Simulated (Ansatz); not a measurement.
O2S, SMILES O=S=O, the interaction energy of a dimer with the counterpoise correction

Program: Ansatz 0.2.0 through its Python package.

The script, `o2s_dimer.py`:
```python
import ansatz as az
import numpy as np

params = {
    "basis_set": "def2-SVPD",
    "level": "MP2",
}

FIRST = [
    ("O", (-0.9702, 0.6297, -0.4591)),
    ("S", (0.28, 0.3714, 0.1941)),
    ("O", (0.6902, -1.0011, 0.265)),
]
SECOND = [
    ("O", (-2.4268, -1.1583, -1.2783)),
    ("S", (-3.5584, -1.9922, -1.5621)),
    ("O", (-4.4248, -1.5529, -2.6173)),
]

def energy(atoms, ghosts=()):
    molecule = az.Crystal.molecule()
    for symbol, xyz in atoms:
        molecule = molecule.atom(symbol, xyz)
    calc = (
        molecule.calculation()
        .basis(gaussian=params["basis_set"])
        .correlation(params["level"])
    )
    deck = calc.input()
    if ghosts:
        deck = deck.set(az.key.basis.gaussian.ghost_atoms, [{"symbol": s, "position_ang": list(xyz)} for s, xyz in ghosts])
    return az.Session.from_dict(deck).plan().execute().report["free_energy_ev"]


def main() -> None:
    direction = np.array([-0.8223, -0.3715, -0.4311])
    print("shift (A)   counterpoise-corrected interaction (kcal/mol)")
    for shift in (-0.3, 0.0, 0.4, 1.0, 2.0):
        moved = [(s, tuple(np.round(np.array(xyz) + shift * direction, 4))) for s, xyz in SECOND]
        gain = energy(FIRST + moved) - energy(FIRST, moved) - energy(moved, FIRST)
        print(f"{shift:8.2f} {23.060548 * gain:14.3f}")


if __name__ == "__main__":
    main()
```

```console
$ python o2s_dimer.py
shift (A)   counterpoise-corrected interaction (kcal/mol)
   -0.30         12.674
    0.00          4.326
    0.40          0.916
    1.00          0.115
    2.00          0.110
```

The dimer is a generated trial pose of unrelaxed monomers, not a minimum, so the figure is no binding energy, and the basis set is small. Timing: 62 s on 1 thread of Intel(R) Xeon(R) Platinum 8259CL CPU @ 2.50GHz (Skylake/Cascade Lake), on a shared host, peak memory 0.41 GiB.

(Lines on the test bed's own set-up are left out of the output.)
